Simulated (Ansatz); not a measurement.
Program: Ansatz. Geometries: PBE0-D4/def2-TZVP. ΔE: electronic, gas phase. CCSD(T)/CBS is the MP2 limit (def2-TZVPP, def2-QZVPP) plus CCSD(T) − MP2 in def2-TZVPP, frozen cores. This one scheme is used for every species. Functionals use def2-TZVPP. B3LYP here is the variant with VWN-RPA as its local correlation; programs differ in this. Each species was taken in one conformer, which may not be the lowest.

Reaction (hydrogenolysis of a C–C bond): `CC(C)(C)CO` + H₂ → `CC(C)CO` + CH₄

`CC(C)(C)CO`:

```xyz
18

C    -1.144   -0.434   -0.979
C    -0.053   -0.146    0.046
C    -0.253   -1.016    1.282
C     1.318   -0.427   -0.561
C    -0.135    1.317    0.490
O     0.026    2.254   -0.552
H    -2.136   -0.292   -0.543
H    -1.056    0.235   -1.837
H    -1.078   -1.465   -1.337
H     0.527   -0.835    2.027
H    -0.222   -2.077    1.018
H    -1.221   -0.818    1.751
H     2.121   -0.187    0.144
H     1.478    0.148   -1.477
H     1.415   -1.483   -0.827
H     0.601    1.492    1.289
H    -1.126    1.510    0.912
H     0.938    2.224   -0.848
```

H₂:

Z-matrix (Å, degrees):
```
H
H 1 0.746
```

`CC(C)CO`:

Cartesian coordinates in Å:
```
C 0.200 1.408 0.002
C 0.388 -0.090 -0.190
C 1.022 -0.725 1.038
C -0.931 -0.783 -0.503
O -1.547 -0.339 -1.692
H -0.193 1.889 -0.898
H 1.148 1.897 0.236
H -0.489 1.611 0.829
H 1.048 -0.249 -1.052
H 1.179 -1.798 0.898
H 0.386 -0.592 1.919
H 1.991 -0.272 1.260
H -0.758 -1.854 -0.641
H -1.611 -0.673 0.357
H -1.833 0.568 -1.565
```

CH₄:

Z-matrix (Å, degrees):
```
C
H 1 1.090
H 1 1.090 2 109.5
H 1 1.090 2 109.5 3 -120.0
H 1 1.090 2 109.5 3 120.0
```

| level | ΔE (eV) |
| --- | --- |
| B3LYP-D4 | -0.68 |
| PBE | -0.72 |
| PBE0 | -0.73 |
| B3LYP | -0.82 |
| MP2/def2-TZVPP | -0.53 |
| CCSD(T)/def2-TZVPP | -0.59 |
| HF/def2-QZVPP | -0.91 |
| MP2/def2-QZVPP | -0.54 |

**Question.** What does CCSD(T)/CBS give? (Best estimate.)

**Answer.** Ansatz gave: -0.60 eV. The listed levels differ from it by -0.08, -0.12, -0.13, -0.22, 0.07, 0.01, -0.31, 0.06 eV.

Largest T1 diagnostic among the species: 0.009.

In def2-TZVPP, CCSD(T) changes the Hartree–Fock value by +0.32 eV (the triples alone add +0.06 eV) and MP2 by +0.38 eV. The D4 term adds +0.15 eV with B3LYP and +0.08 eV with PBE0; it sums over pairs of atoms, weighted by their polarisabilities, and B3LYP, whose exchange is more repulsive, gets the larger term.
